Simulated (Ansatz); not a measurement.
**BClH₂S: vertical ionisation energy**

The task here is to estimate one member of a computed series from the others.

Method: unrestricted cation, the program's frozen cores in correlated methods; program: Ansatz 0.2.0, Gaussian basis.

The runs, in order: UKS PBE-D4/def2-TZVPP; UKS r2SCAN-D4/def2-TZVPP; UKS PBE0-D4/def2-TZVPP; UKS B3LYP-D4/def2-TZVPP; UKS wB97X-V/def2-TZVPP; UKS wB97M-V/def2-TZVPP; UKS B2PLYP/def2-TZVPP; UHF-CCSD(T)/def2-TZVPP; UHF-MP2/def2-QZVPP; extrapolation to the limit; then −ε(HOMO) from the neutral's earlier runs with LDA (SPW92), PBE-D4, revPBE-D4, BLYP-D4, r2SCAN-D4, B97M-V, PBE0-D4, B3LYP-D4, r2SCANh-D4, r2SCAN0-D4, HSE06-D4, BHLYP-D4, CAM-B3LYP-D4, LC-ωPBE, ωB97X-V, ωB97M-V.

### The geometry

All runs share one geometry, relaxed beforehand with PBE0-D4 in a triple-zeta def2 set.

SMILES `SBCl`, 5 atoms, charge 0, spin multiplicity 1.

Atoms are counted from 1 here; the program's logs count them from 0.

Bond lengths: S1–B2 1.779 Å, S1–H4 1.343 Å, B2–Cl3 1.745 Å, B2–H5 1.189 Å. Angles: B2–S1–H4 96.1°, S1–B2–Cl3 118.6°, S1–B2–H5 122.1°, Cl3–B2–H5 119.3°.

Set-up of the first run:

Input file in.yaml:

```yaml
crystal:
  periodic: [false, false, false]
  atoms:
    - {symbol: S, position_ang: [-1.294520, -0.008753, -0.323543]}
    - {symbol: B, position_ang: [0.402947, -0.217786, 0.164671]}
    - {symbol: Cl, position_ang: [0.888721, -1.738855, 0.868884]}
    - {symbol: H, position_ang: [-1.157647, 1.248230, -0.777118]}
    - {symbol: H, position_ang: [1.210398, 0.643365, 0.025706]}
basis:
  gaussian: {orbitals: def2-TZVPP}
total_charge: 1
magnetization: {spin_polarized: true, initial_magnetization: 1}
hamiltonian: {xc: pbe, dispersion: d4}
```

Steps of the session up to this table: Cation, UKS PBE-D4/def2-TZVPP; Cation, UKS r2SCAN-D4/def2-TZVPP; Cation, UKS PBE0-D4/def2-TZVPP; Cation, UKS B3LYP-D4/def2-TZVPP; Cation, UKS wB97X-V/def2-TZVPP; Cation, UKS wB97M-V/def2-TZVPP; Cation, UKS B2PLYP (frozen core)/def2-TZVPP; Cation, UHF-CCSD(T)/def2-TZVPP; Cation, UHF-MP2/def2-QZVPP.

One of the session's tables, all rows but one given; the rest of the session is left out.

For comparison, −ε(HOMO) of the neutral from earlier runs:

| functional | −ε(HOMO) (eV) |
| --- | --- |
| LDA (SPW92) | 7.27 |
| PBE-D4 | 7.13 |
| revPBE-D4 | 7.08 |
| BLYP-D4 | 6.94 |
| r2SCAN-D4 | 7.41 |
| B97M-V | 7.48 |
| PBE0-D4 | 8.32 |
| B3LYP-D4 | 8.05 |
| r2SCANh-D4 | 7.85 |
| r2SCAN0-D4 | 8.51 |
| HSE06-D4 | 7.92 |
| BHLYP-D4 | 9.34 |
| CAM-B3LYP-D4 | 9.60 |
| LC-ωPBE | 11.01 |
| ωB97X-V | 10.63 |
| ωB97M-V | ? |

**Question.** Estimate the row for ωB97M-V.

The run gave: −ε(HOMO) (eV): 10.46. In the column «−ε(HOMO) (eV)» it lies between CAM-B3LYP-D4 (9.60) and ωB97X-V (10.63).
